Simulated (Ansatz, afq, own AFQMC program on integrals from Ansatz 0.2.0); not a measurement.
**Where AFQMC and coupled cluster stand for NH⁻, doublet**

```tsv
atom	x (Å)	y (Å)	z (Å)
N	0.0000	0.0000	0.0000
H	0.0000	0.0000	1.0366
```

Basis aug-cc-pVDZ. Noble-gas cores (and the filled d shells of Ga–Kr and In–Xe) are frozen. Ansatz 0.2.0 and our own AFQMC program on the same integrals; the CISD trial comes from CCSD amplitudes, and released means the phaseless constraint is let go. Free AFQMC starts from the CCSD state and is never constrained. Its projection time is finite, and what remains of the start isn't in its error. Uncertainties: one standard error, sampling alone.

Determinant: UHF, the one that the program's search chose, which needn't be the lowest solution. The geometry is a PBE0/def2-TZVPD stationary point of this or a neighbouring charge and spin state.

Full CI on the same integrals is exact in this basis and with this determinant's frozen core.

Cautions: an unrestricted solution with more broken spin lies lower (443 meV, ⟨S²⟩ 1.77).

- T1 diagnostic: 0.0281
- weight of the determinant in the CISD state: 0.911
- ⟨S²⟩ of the determinant: 0.795
- size of the correlated space: 7 electrons in 31 orbitals

Reference: full CI, correlation energy -5.205 eV. The released energy is read at 2.40 1/Eh (meV from the phaseless value at times in 1/Eh: -6 ± 3 at 0.24, -9 ± 3 at 0.51, -9 ± 3 at 0.99, -14 ± 4 at 1.62, -13 ± 4 at 2.40).

```json
{"level": "HF", "E − E(reference) (mEh)": "191.27", "share of correlation (%)": "0.00"}
{"level": "MP2", "E − E(reference) (mEh)": "23.16", "share of correlation (%)": "87.89"}
{"level": "CCSD", "E − E(reference) (mEh)": "7.69", "share of correlation (%)": "95.98"}
{"level": "CCSD(T)", "E − E(reference) (mEh)": "1.34", "share of correlation (%)": "99.30"}
{"level": "CCSDT", "E − E(reference) (mEh)": "0.53", "share of correlation (%)": "99.72"}
{"level": "CCSDT(Q)", "E − E(reference) (mEh)": "-0.06", "share of correlation (%)": "100.03"}
{"level": "CCSDTQ", "E − E(reference) (mEh)": "0.01", "share of correlation (%)": "99.99"}
{"level": "ph-AFQMC/HF", "E − E(reference) (mEh)": "0.64 ± 0.80", "share of correlation (%)": "99.67"}
{"level": "ph-AFQMC/CISD", "E − E(reference) (mEh)": "0.53 ± 0.15", "share of correlation (%)": "99.72"}
{"level": "released AFQMC", "E − E(reference) (mEh)": "0.05 ± 0.15", "share of correlation (%)": "99.98"}
{"level": "free AFQMC", "E − E(reference) (mEh)": "0.09 ± 0.14", "share of correlation (%)": "99.95"}
```

CCSDT and higher add their correlation energy to the determinant of the CCSD(T) run, since their own runs factorise the integrals more tightly (a shift of under 2 meV). Free projections are given only where their last times agree within the noise and don't stop above the reference; a slow remainder of the start can still hide under it. Released energies are given only where the last usable release times agree within the noise; a slower fall can still hide under it.
